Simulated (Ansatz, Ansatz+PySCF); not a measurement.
```xyz
3

N     0.0000    0.0000   -0.2896
O     0.0000    1.0055    0.1267
O     0.0000   -1.0055    0.1267
```

UHF-MP2 on doublet NO2 was run in several spherical basis sets with Ansatz (development build ahead of 0.2.0). Frozen core: 3 orbitals.

Task: Rank the basis sets by the total energy that they give, lowest first, with the distance from the lowest.
A. 6-31G(d)
B. def2-TZVP
C. def2-SVP
D. cc-pVTZ
E. cc-pVDZ

Result: B (0.00 eV), D (0.23 eV), E (5.67 eV), A (6.91 eV), C (10.57 eV).

Totals follow the description of the cores as much as that of the bonds, so this order isn't one of quality for chemistry.
